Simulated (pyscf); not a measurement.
A first-order saddle from PySCF, ωB97X-D3(BJ)/def2-SVP:

```xyz
8

Ge    -1.0258    -0.5904    -0.0571
Cl     1.0788    -0.0538     1.4519
H     -0.2044    -1.8186    -0.4319
H     -2.0229    -0.3741    -1.2342
H     -1.8253    -0.5240     1.2337
O     -0.2394     1.1931    -0.5063
H      0.5543     1.1111     0.1562
H      0.0576     1.3147    -1.4207
```

Surface: singlet, charge 0. Lowest wavenumbers (cm⁻¹): 178i, 219, 350, 373, 402.

### Question
Which two sides does it connect, and which bonds change?

### Answer
Cl–GeH₃ + H₂O <-> HO–GeH₃ + HCl, a four-centre exchange read from left to right: Cl–Ge, H–O broken and Ge–O, Cl–H formed. At CCSD(T)/def2-TZVPP + ΔMP2(QZVPP) it lies +22.9 kcal/mol from the left side and +10.8 kcal/mol from the right (each side as separated species at their lowest minima found). On the reactant side the descent ends in a complex, 4.4 kcal/mol under the separated species and 25.2 kcal/mol under the saddle at ωB97X-D3(BJ)/def2-TZVP. On the product side the descent ends in a complex, 6.9 kcal/mol under the separated species and 14.2 kcal/mol under the saddle at ωB97X-D3(BJ)/def2-TZVP. At ωB97X-D3(BJ) the barrier from the zero used here is 20.8 kcal/mol. This is the saddle that the search found; another between the same sides may lie lower. The CCSD(T) − MP2 part came from Ansatz, without density fitting, on the same reference. The frozen core leaves the outer d or s,p core shells of the metals and heavy elements correlated in the MP2 and CC values, and def2-TZVPP describes them poorly, which can shift differences by a few kcal/mol. Elements up to Kr have no core potential and no relativistic terms here.
